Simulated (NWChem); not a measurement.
System: carbonyl sulfide (COS); SMILES O=C=S

NWChem input:

```
start job
memory heap 200 mb stack 900 mb global 1100 mb
geometry units angstroms noautosym nocenter noautoz
  O     -1.676535     0.026960     0.022296
  C     -0.520351     0.008350     0.006924
  S      1.043153    -0.016772    -0.013873
end
basis spherical
  * library 6-311g**
end
dft
  xc pbe0
  iterations 150
end
tddft
  cis
  ecut -85.0
  nroots 6
  notriplet
end
task tddft energy
```

NWChem printed, in part:

```
             Northwest Computational Chemistry Package (NWChem) 7.3.0
             --------------------------------------------------------

                             Geometry "geometry" -> ""
                             -------------------------

 Output coordinates in angstroms (scale by  1.889725989 to convert to a.u.)

  No.       Tag          Charge          X              Y              Z
 ---- ---------------- ---------- -------------- -------------- --------------
    1 O                    8.0000    -1.67653500     0.02696000     0.02229600
    2 C                    6.0000    -0.52035100     0.00835000     0.00692400
    3 S                   16.0000     1.04315300    -0.01677200    -0.01387300

 Effective nuclear repulsion energy (a.u.)      79.3490758998

                                 NWChem DFT Module
                                 -----------------

 Summary of "ao basis" -> "ao basis" (spherical)
 ------------------------------------------------------------------------------
       Tag                 Description            Shells   Functions and Types
 ---------------- ------------------------------  ------  ---------------------
 O                          6-311g**                 8       18   4s3p1d
 C                          6-311g**                 8       18   4s3p1d
 S                          6-311g**                12       26   6s5p1d

            General Information
            -------------------
          SCF calculation type: DFT
          Wavefunction type:  closed shell.
          No. of atoms     :     3
          No. of electrons :    30
           Alpha electrons :    15
            Beta electrons :    15
          Charge           :     0
          Spin multiplicity:     1
          Use of symmetry is: off; symmetry adaption is: off
          Maximum number of iterations: 150
          AO basis - number of functions:    62
                     number of shells:    28
          Convergence on energy requested:  1.00D-06
          Convergence on density requested:  1.00D-05
          Convergence on gradient requested:  5.00D-04

              XC Information
              --------------
                         PBE0 Method XC Functional
                     Hartree-Fock (Exact) Exchange  0.250
          PerdewBurkeErnzerhof Exchange Functional  0.750
            Perdew 1991 LDA Correlation Functional  1.000 local
           PerdewBurkeErnz. Correlation Functional  1.000 non-local

             Grid Information
             ----------------
          Grid used for XC integration:  medium
          Radial quadrature: Mura-Knowles
          Angular quadrature: Lebedev.
          Tag              B.-S. Rad. Rad. Pts. Rad. Cut. Ang. Pts.
          ---              ---------- --------- --------- ---------
          O                   0.60       49           9.0       434
          C                   0.70       49           7.0       434
          S                   1.00       88           7.0       590
          Grid pruning is: on
          Number of quadrature shells:   186
          Spatial weights used:  Erf1

      Superposition of Atomic Density Guess
      -------------------------------------

 Sum of atomic energies:        -509.92354875

      Non-variational initial energy
      ------------------------------

 Total energy =    -510.908193
 1-e energy   =    -860.307373
 2-e energy   =     270.050104
 HOMO         =      -0.350792
 LUMO         =       0.044723

   convergence    iter        energy       DeltaE   RMS-Dens  Diis-err
 ---------------- ----- ----------------- --------- --------- ---------
 d= 0,ls=0.0,diis     1   -511.2113588180 -5.91D+02  1.50D-02  1.19D+00
 d= 0,ls=0.0,diis     2   -511.0061701661  2.05D-01  1.07D-02  3.23D+00
 d= 0,ls=0.0,diis     3   -511.3016248839 -2.95D-01  4.07D-03  1.15D-01
 d= 0,ls=0.0,diis     4   -511.3015285089  9.64D-05  2.98D-03  8.10D-02
 d= 0,ls=0.0,diis     5   -511.3116967329 -1.02D-02  5.30D-04  2.44D-03
  Resetting Diis
 d= 0,ls=0.0,diis     6   -511.3120415373 -3.45D-04  4.65D-05  1.22D-05
 d= 0,ls=0.0,diis     7   -511.3120428146 -1.28D-06  2.99D-05  8.98D-07
 d= 0,ls=0.0,diis     8   -511.3120423590  4.56D-07  1.80D-05  4.64D-06
 d= 0,ls=0.0,diis     9   -511.3120429415 -5.82D-07  2.37D-06  3.33D-08

         Total DFT energy =     -511.312042941511
      One electron energy =     -861.326506016812
           Coulomb energy =      310.060732176470
    Exchange-Corr. energy =      -39.395345001003
 Nuclear repulsion energy =       79.349075899835

 Numeric. integr. density =       29.999998437933

                       DFT Final Molecular Orbital Analysis
                       ------------------------------------

 Vector   13  Occ=2.000000D+00  E=-4.885711D-01
              MO Center=  6.8D-01, -1.1D-02, -9.1D-03, r^2= 2.3D+00
   Bfn.  Coefficient  Atom+Function         Bfn.  Coefficient  Atom+Function
  ----- ------------  ---------------      ----- ------------  ---------------
    42      0.441604  3 S  s                 41      0.356309  3 S  s
    52      0.325251  3 S  px                28     -0.225514  2 C  s
    25     -0.209478  2 C  px                40     -0.198975  3 S  s
    49      0.196851  3 S  px                 7      0.171408  1 O  px
    24     -0.156105  2 C  s                 21     -0.149311  2 C  px

 Vector   14  Occ=2.000000D+00  E=-3.187721D-01
              MO Center=  3.9D-01, -6.3D-03, -5.2D-03, r^2= 2.3D+00
   Bfn.  Coefficient  Atom+Function         Bfn.  Coefficient  Atom+Function
  ----- ------------  ---------------      ----- ------------  ---------------
    53      0.377966  3 S  py                54     -0.378775  3 S  pz
    50      0.169327  3 S  py                51     -0.169689  3 S  pz
    12     -0.165474  1 O  py                13      0.165828  1 O  pz
     8     -0.146201  1 O  py                 9      0.146514  1 O  pz
    56      0.144265  3 S  py                57     -0.144574  3 S  pz

 Vector   15  Occ=2.000000D+00  E=-3.187721D-01
              MO Center=  3.9D-01, -6.3D-03, -5.2D-03, r^2= 2.3D+00
   Bfn.  Coefficient  Atom+Function         Bfn.  Coefficient  Atom+Function
  ----- ------------  ---------------      ----- ------------  ---------------
    53      0.378679  3 S  py                54      0.377901  3 S  pz
    50      0.169646  3 S  py                51      0.169298  3 S  pz
    12     -0.165786  1 O  py                13     -0.165445  1 O  pz
     8     -0.146476  1 O  py                 9     -0.146175  1 O  pz
    56      0.144537  3 S  py                57      0.144240  3 S  pz

 Vector   16  Occ=0.000000D+00  E=-2.794089D-02
              MO Center= -2.0D-01,  3.1D-03,  2.6D-03, r^2= 2.5D+00
   Bfn.  Coefficient  Atom+Function         Bfn.  Coefficient  Atom+Function
  ----- ------------  ---------------      ----- ------------  ---------------
    30      0.604866  2 C  py                12     -0.405147  1 O  py
    26      0.392126  2 C  py                56     -0.389594  3 S  py
    53     -0.316518  3 S  py                 8     -0.230703  1 O  py
    22      0.230282  2 C  py                 4     -0.169944  1 O  py
    50     -0.118689  3 S  py                58     -0.111172  3 S  d -2

 Vector   17  Occ=0.000000D+00  E=-2.794089D-02
              MO Center= -2.0D-01,  3.1D-03,  2.6D-03, r^2= 2.5D+00
   Bfn.  Coefficient  Atom+Function         Bfn.  Coefficient  Atom+Function
  ----- ------------  ---------------      ----- ------------  ---------------
    31      0.604868  2 C  pz                13     -0.405148  1 O  pz
    27      0.392127  2 C  pz                57     -0.389596  3 S  pz
    54     -0.316519  3 S  pz                 9     -0.230703  1 O  pz
    23      0.230282  2 C  pz                 5     -0.169945  1 O  pz
    51     -0.118690  3 S  pz                61      0.111173  3 S  d  1

 Vector   18  Occ=0.000000D+00  E= 5.520453D-02
              MO Center=  1.3D+00, -2.2D-02, -1.8D-02, r^2= 3.5D+00
   Bfn.  Coefficient  Atom+Function         Bfn.  Coefficient  Atom+Function
  ----- ------------  ---------------      ----- ------------  ---------------
    28      1.879656  2 C  s                 55      1.150170  3 S  px
    42     -0.857361  3 S  s                 10     -0.479270  1 O  s
    52      0.446035  3 S  px                11     -0.281032  1 O  px
    24      0.263941  2 C  s                 41     -0.249602  3 S  s
    40      0.141011  3 S  s                 62      0.123377  3 S  d  2

     Multipole analysis of the density
     ---------------------------------

     L   x y z        total         alpha         beta         nuclear
     -   - - -        -----         -----         ----         -------
     0   0 0 0     -0.000000    -15.000000    -15.000000     30.000000

[...]

                                NWChem TDDFT Module
                                -------------------

            General Information
            -------------------
           No. of orbitals :     124
            Alpha orbitals :      62
             Beta orbitals :      62
        Alpha frozen cores :       0
         Beta frozen cores :       0
     Alpha frozen virtuals :       0
      Beta frozen virtuals :       0
         Spin multiplicity :       1
    Number of AO functions :      62
        Use of symmetry is : off
      Symmetry adaption is : off
         Schwarz screening :  0.10D-07

              XC Information
              --------------
                  PBE0 Method XC Functional
              Hartree-Fock (Exact) Exchange   0.25
   PerdewBurkeErnzerhof Exchange Functional   0.75
     Perdew 1991 LDA Correlation Functional   1.00 local
    PerdewBurkeErnz. Correlation Functional   1.00 non-local

             TDDFT Information
             -----------------
          Calculation type : Tamm-Dancoff TDDFT
         Wavefunction type : Restricted singlets
          No. of electrons :      30
           Alpha electrons :      15
            Beta electrons :      15
              No. of roots :       6
          Max subspacesize :    5200
            Max iterations :     100
               Target root :       1
           Target symmetry : none
             Energy Cutoff :-0.85D+02
      Symmetry restriction : off
                 Algorithm : Optimal
        Davidson threshold :  0.10D-03

    6 smallest eigenvalue differences (eV)
--------------------------------------------------------
  No. Spin  Occ  Vir  Irrep   E(Occ)    E(Vir)   E(Diff)
--------------------------------------------------------
    1    1    1   16 a       -89.054    -0.028  2422.529
    2    1    1   17 a       -89.054    -0.028  2422.529
    3    1    1   18 a       -89.054     0.055  2424.792
    4    1    1   19 a       -89.054     0.120  2426.542
    5    1    1   20 a       -89.054     0.181  2428.208
    6    1    1   21 a       -89.054     0.181  2428.208
--------------------------------------------------------

  Entering Davidson iterations
  Restricted singlet excited states

  Iter   NTrls   NConv    DeltaV     DeltaE      Time
  ----  ------  ------  ---------  ---------  ---------
    1      6       0     0.11E+00   0.10+100        8.4
    2     12       0     0.28E-01   0.65E-02        8.1
    3     18       2     0.53E-02   0.67E-04        8.2
    4     22       6     0.96E-04   0.27E-06        7.3
  ----  ------  ------  ---------  ---------  ---------
  Convergence criterion met

  Ground state a        -511.312042941511 a.u.

  ----------------------------------------------------------------------------
  Root   1 singlet a             88.936001877 a.u.             2420.0728 eV
  ----------------------------------------------------------------------------
     Transition Moments    X  0.00013   Y  0.00393   Z  0.00502
     Dipole Oscillator Strength                    0.0024105737
     Electric Quadrupole                           0.0005900384
     Magnetic Dipole                               0.0009756572
     Total Oscillator Strength                     0.0039762693

     Occ.    1  a   ---  Virt.   16  a       -0.46806
     Occ.    1  a   ---  Virt.   17  a       -0.87913
     Occ.    1  a   ---  Virt.   21  a       -0.07956
  ----------------------------------------------------------------------------
  Root   2 singlet a             88.936001882 a.u.             2420.0728 eV
  ----------------------------------------------------------------------------
     Transition Moments    X -0.00003   Y -0.00502   Z  0.00393
     Dipole Oscillator Strength                    0.0024105735
     Electric Quadrupole                           0.0005900384
     Magnetic Dipole                               0.0009756571
     Total Oscillator Strength                     0.0039762690

     Occ.    1  a   ---  Virt.   16  a        0.87913
     Occ.    1  a   ---  Virt.   17  a       -0.46806
     Occ.    1  a   ---  Virt.   20  a        0.07956
  ----------------------------------------------------------------------------
  Root   3 singlet a             89.001183071 a.u.             2421.8464 eV
  ----------------------------------------------------------------------------
     Transition Moments    X -0.00786   Y  0.00013   Z  0.00010
     Dipole Oscillator Strength                    0.0036667626
     Electric Quadrupole                           0.0011775612
     Magnetic Dipole                               0.0000000000
     Total Oscillator Strength                     0.0048443238

     Occ.    1  a   ---  Virt.   18  a       -0.97537
     Occ.    1  a   ---  Virt.   19  a        0.16878
     Occ.    1  a   ---  Virt.   22  a        0.12361
  ----------------------------------------------------------------------------
  Root   4 singlet a             89.102058637 a.u.             2424.5914 eV
  ----------------------------------------------------------------------------
     Transition Moments    X -0.00558   Y  0.00009   Z  0.00007
     Dipole Oscillator Strength                    0.0018517334
     Electric Quadrupole                           0.0005813929
     Magnetic Dipole                               0.0000000000
     Total Oscillator Strength                     0.0024331263

     Occ.    1  a   ---  Virt.   18  a        0.17612
     Occ.    1  a   ---  Virt.   19  a        0.98101
     Occ.    1  a   ---  Virt.   25  a       -0.07091
  ----------------------------------------------------------------------------
  Root   5 singlet a             89.151964113 a.u.             2425.9494 eV
  ----------------------------------------------------------------------------
     Transition Moments    X  0.00001   Y  0.00524   Z -0.00533
     Dipole Oscillator Strength                    0.0033222031
     Electric Quadrupole                           0.0008405511
     Magnetic Dipole                               0.0015073149
     Total Oscillator Strength                     0.0056700691

     Occ.    1  a   ---  Virt.   16  a        0.06582
     Occ.    1  a   ---  Virt.   20  a       -0.99580
  ----------------------------------------------------------------------------
  Root   6 singlet a             89.151964117 a.u.             2425.9494 eV
  ----------------------------------------------------------------------------
     Transition Moments    X  0.00016   Y  0.00533   Z  0.00524
     Dipole Oscillator Strength                    0.0033222031
     Electric Quadrupole                           0.0008405511
     Magnetic Dipole                               0.0015073148
     Total Oscillator Strength                     0.0056700690

     Occ.    1  a   ---  Virt.   17  a        0.06582
     Occ.    1  a   ---  Virt.   21  a       -0.99580

              Target root =      1
          Target symmetry = none
      Ground state energy =   -511.312042941511
        Excitation energy =     88.936001876719
     Excited state energy =   -422.376041064792

  stored tddft:energy   -422.37604106479171
```

Level: PBE0/6-311G** (spherical d), restricted-window TDA. Coordinates come from a PBE0/def2-SVP optimisation. The quadrupole and magnetic terms of the printed total strengths depend on the origin.
